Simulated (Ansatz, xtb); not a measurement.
Ranking isomers of C4H9Cl

3 gas-phase structures of C4H9Cl, from a drawn sample of its isomers (lower ones may exist). Each was relaxed with GFN2-xTB; where two conformers were screened, the lower at r2SCAN-D4/def2-SVP//GFN2-xTB is listed:

A. `CC(C)(C)Cl`, a singlet
B. `CCCCCl`, a singlet
C. `CC(C)CCl`, a singlet

Q: Estimate their order in r2SCAN-D4/def2-SVP//GFN2-xTB energy at these geometries, lowest first.

A: Calculated order at r2SCAN-D4/def2-SVP//GFN2-xTB: A (0.0), C (4.7), B (6.9) kcal/mol.

Energies above the lowest of each column, in kcal/mol; the last columns are at r2SCAN-D4/def2-SVP geometries:

| structure | GFN2-xTB | HF/STO-3G | r2SCAN-D4/def2-SVP//GFN2-xTB | r2SCAN-D4/def2-SVP | CCSD(T)/def2-SVP + ΔMP2/def2-TZVPP |
| --- | --- | --- | --- | --- | --- |
| A | 0.0 | 0.0 | 0.0 | 0.0 | 0.0 |
| C | 5.5 | 2.9 | 4.7 | 4.6 | 4.5 |
| B | 7.0 | 2.4 | 6.9 | 6.9 | 6.2 |

Every level run on A puts it lowest or level with the lowest. Flexible structures stand in one conformer each, not always the lowest. ΔMP2 is the change of the MP2 energy from the smaller to the larger basis.

Programs: Ansatz 0.2.0, xtb 6.7.1.
